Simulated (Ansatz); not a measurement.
# NH3, singlet: the ladder up to full CI

Geometry: a PBE0/def2-TZVP stationary point for this spin, not checked as a minimum.

```xyz
4

N     0.0003   -0.0001   -0.0667
H     0.9385    0.0130    0.3137
H    -0.4826    0.8082    0.3055
H    -0.4607   -0.8202    0.3074
```

Basis 6-31G; Ansatz 0.2.0. Correlated methods freeze the noble-gas cores, which leaves 8 electrons in 14 orbitals. Prefix R: restricted or restricted open-shell reference. Active spaces: valence = (8e, 7o) chosen from the atoms' valence shells; pair = (2e, 2o) about the gap.

Full CI is exact within this basis and frozen core; it isn't the basis-set limit.

The UHF ⟨S²⟩ is 0.000, the T1 diagnostic (RCCSD) is 0.0058 and the largest doubles amplitude (RCCSD) is 0.056.

```tsv
level	E − E(RHF) (eV)
RMP2	-3.1505
RCCSD	-3.4994
RCCSD(T)	-3.5380
```

Problem. Estimate how far full CI in 6-31G lies from RCCSD(T). The table doesn't fix it; the size of (T) and the diagnostics are the guide.

Solution. Full CI in 6-31G lies 0.43 mEh below RCCSD(T), which is 30 % of the (T) step (-1.42 mEh). The diagnostics give no warning, yet the rest is a sizeable part of (T).

The other levels:

| level | E − E(full CI) (mEh) | share of correlation (%) | wall time |
| --- | --- | --- | --- |
| CISD | 7.03 | 94.61 | 0.18 s |
| BCCD(T) | 0.44 | 99.67 | 0.15 s |
| RCCSDT | 0.30 | 99.77 | – |
| CISDTQ | 0.21 | 99.84 | 0.42 s |
| RCCSDT(Q) | 0.00 | 100.00 | 0.3 s |
| RCCSDTQ | 0.01 | 99.99 | 1.3 s |
| CASSCF (pair space) | 111.88 | 14.23 | – |
| NEVPT2 (pair space) | 12.20 | 90.65 | 0.09 s |
| MRCISD (pair space) | 5.33 | 95.91 | – |
| MRCISD+Q (pair space) | 1.00 | 99.23 | 0.18 s |
| CASSCF (valence space) | 55.59 | 57.38 | – |
| NEVPT2 (valence space) | 10.21 | 92.17 | 0.51 s |
| MRCISD (valence space) | 1.16 | 99.11 | – |
| MRCISD+Q (valence space) | 0.01 | 99.99 | 0.88 s |

The correlation energy at full CI, counted from RHF, is -3.550 eV. That run took 1.3 s on 1 thread of Arm Neoverse V2, shared host over 501,761 determinants.

Times hold each run's SCF and search for its determinant on a shared host, so for small cases they say little of a method's own cost; they ran on 1 thread of Arm Neoverse V2.

The full-CI state has the irrep A' of Cs, in the program's axes (one component, if the state is degenerate).

Natural occupations of full CI about the gap: 1.984 1.974 1.968 1.968 0.026 0.026 0.023 0.017 0.004 0.004; effectively unpaired electrons, Σ n²(2−n)², 0.02.
